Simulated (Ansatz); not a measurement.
Reaction (SMILES): N#N (N2) + 3 [H][H] (H2) → 2 N (NH3)
B3LYP-D3(BJ)/def2-TZVP geometries, fixed; electronic energies without zero-point terms.
Largest species:
```
N
H 1 1.0136
H 1 1.0136 2 107.33
H 1 1.0136 2 107.33 3 -115.09
```

Basis-set convergence of the energy of full hydrogenation at HF with Ansatz (a quantum-chemistry and plane-wave program). Cartesian d functions, on some or all atoms, in 6-31G**; all else is spherical. No added dispersion term, no relativity. Functions are those of the species that has most. Reference: the value in aug-pcseg-3, -34.43 kcal/mol, itself unsure by roughly 0.18 kcal/mol (its mean distance from aug-cc-pVQZ, cc-pV5Z, def2-QZVPPD). Deviations are taken from unrounded values.

| basis | functions | energy of full hydrogenation (kcal/mol) | minus reference (kcal/mol) |
|---|---|---|---|
| STO-3G | 10 | -40.51 | -6.08 |
| 3-21G | 18 | -45.31 | -10.88 |
| 6-31G | 18 | -47.06 | -12.63 |
| def2-SV(P) | 28 | -20.23 | 14.20 |
| cc-pVDZ | 29 | -31.26 | 3.17 |
| def2-SVP | 29 | -36.06 | -1.63 |
| pcseg-1 | 29 | -33.67 | 0.76 |
| 6-31G** | 30 | -33.34 | 1.09 |
| 6-311++G(2d,2p) | 57 | -36.46 | -2.02 |
| cc-pVTZ | 72 | -32.67 | 1.76 |
| 6-311++G(3df,3pd) | 93 | -34.88 | -0.45 |
| aug-pcseg-3 | 232 | -34.43 | 0.00 |
| cc-pV5Z | 256 | -34.21 | 0.22 |
